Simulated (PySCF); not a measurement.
## Electric properties by functional and basis

Cyclopropenone, C₃H₂O.
SMILES: `O=c1cc1`

PySCF, dipoles from the SCF density, polarisabilities from static response with core orbitals frozen. Geometry: PBE0-D3(BJ)/def2-SVP; no solvent, vibrations or thermal averaging.

Compare the levels for these properties.

```tsv
level	μ (D)	error (%)	α (au)	anisotropy (au)
LDA/def2-SVPD	4.181	-4.8	35.94	20.12
PBE/def2-SVPD	4.091	-6.8	35.92	20.36
B3LYP/def2-SVPD	4.333	-1.3	35.18	19.49
PBE0/def2-SVPD	4.341	-1.1	34.70	19.05
BHandHLYP/def2-SVPD	4.609	+5.0	34.09	18.31
CAM-B3LYP/def2-SVPD	4.462	+1.6	34.71	18.98
wB97X-D/def2-SVPD	4.428	+0.9	34.80	18.59
LC-wPBE/def2-SVPD	4.461	+1.6	33.98	18.49
HF/def2-SVPD	4.966	+13.1	33.24	16.84
PBE0/6-31G*	4.006	-8.7	27.87	22.06
PBE0/def2-SVP	3.960	-9.8	28.82	20.47
PBE0/def2-TZVP	4.205	-4.2	33.03	20.49
```

Reference dipole: 4.390 D (measured, gas; NIST CCCBDB Release 22 (SRD 101), experimental dipoles). The anisotropy is √(½[(α1 − α2)² + (α2 − α3)² + (α3 − α1)²]). For the dipole, the smallest error is 0.9% (wB97X-D/def2-SVPD) and the largest 13.1% (HF/def2-SVPD). The dipole runs from 3.96 D (PBE0/def2-SVP) to 4.97 D (HF/def2-SVPD). No reference polarisability is at hand; against PBE0 in the largest diffuse basis at hand (def2-SVPD) the other PBE0 rows deviate by 6-31G* -20%, def2-SVP -17%, def2-TZVP -5%. In one basis (def2-SVPD) the functionals order the polarisability from HF (lowest) to LDA (highest), a spread of 8%. With PBE0 the polarisability is 29.90 au without diffuse functions (mean of 6-31G*, def2-SVP and def2-TZVP) and 34.70 au with them (def2-SVPD). Measured values can belong to vibrating molecules; the computed ones are for one fixed geometry.
